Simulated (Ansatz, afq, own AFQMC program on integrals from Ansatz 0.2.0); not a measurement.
**GeH$_{4}$⁺, doublet in cc-pVDZ, levels against CCSDT(Q)**

```xyz
5

Ge    0.0016    0.0029   -0.0029
H     0.5629    1.0369    1.0296
H    -0.6919   -1.2502    1.2531
H    -0.5576    1.0338   -1.0398
H     0.5694   -1.0321   -1.0309
```

Basis cc-pVDZ. Noble-gas cores (and the filled d shells of Ga–Kr and In–Xe) are frozen. AFQMC by an in-house program on the Cholesky factors that Ansatz 0.2.0 writes for its CCSD(T) run. ph-AFQMC/CISD is guided by a CISD state made of CCSD amplitudes; releasing the constraint for a short imaginary time cuts its bias at the price of noise, slowly where states lie close. Free AFQMC starts from the CCSD state and is never constrained. Its projection time is finite, and what remains of the start isn't in its error. ± is one standard error of the sampling. No spin–orbit coupling.

Determinant: UHF, the one that the program's search chose, which needn't be the lowest solution. The geometry is a point of a scan.

No full CI on the walks' own integrals is used here; CCSDT(Q) serves as the reference and is uncertain by about the last step of the cluster series.

Cautions: no relativity below Rb; no spin-orbit coupling; inner d shell frozen; higher spins were not checked; raised T1 diagnostic (T1 0.050, weight of the determinant 0.88, largest double 0.09).

- T1 diagnostic: 0.0497
- weight of the determinant in the CISD state: 0.879
- ⟨S²⟩ of the determinant: 0.796
- size of the correlated space: 7 electrons in 33 orbitals

```
  level  correlation energy (eV)
    MP2                  -2.4570
   CCSD                  -3.3148
CCSD(T)                  -3.3998
```

Task: Estimate where phaseless AFQMC with the Hartree–Fock trial lies against CCSD(T) on the same integrals.

Result: 1.50 ± 0.68 kcal/mol below CCSD(T).

Reference: CCSDT(Q), correlation energy -3.439 eV. The released energy is read at 2.40 1/Eh (meV from the phaseless value at times in 1/Eh: 3 ± 9 at 0.24, 8 ± 9 at 0.51, -1 ± 8 at 0.99, 12 ± 8 at 1.62, -8 ± 10 at 2.40).

```json
{"level": "CCSD(T)", "E − E(reference) (kcal/mol)": "0.89", "share of correlation (%)": "98.87"}
{"level": "CCSDT", "E − E(reference) (kcal/mol)": "0.07", "share of correlation (%)": "99.91"}
{"level": "ph-AFQMC/HF", "E − E(reference) (kcal/mol)": "-0.61 ± 0.68", "share of correlation (%)": "100.77"}
{"level": "ph-AFQMC/CISD", "E − E(reference) (kcal/mol)": "0.08 ± 0.19", "share of correlation (%)": "99.90"}
{"level": "released AFQMC", "E − E(reference) (kcal/mol)": "-0.10 ± 0.23", "share of correlation (%)": "100.13"}
{"level": "free AFQMC", "E − E(reference) (kcal/mol)": "-0.04 ± 0.23", "share of correlation (%)": "100.05"}
```

Free projections are given only where their last times agree within the noise and don't stop above the reference; a slow remainder of the start can still hide under it. A walk keeps the symmetry of its determinant, which the program's search chose and which needn't be the lowest solution, so a lower state of the same spin and another symmetry isn't excluded. Released energies are given only where the last usable release times agree within the noise; a slower fall can still hide under it.
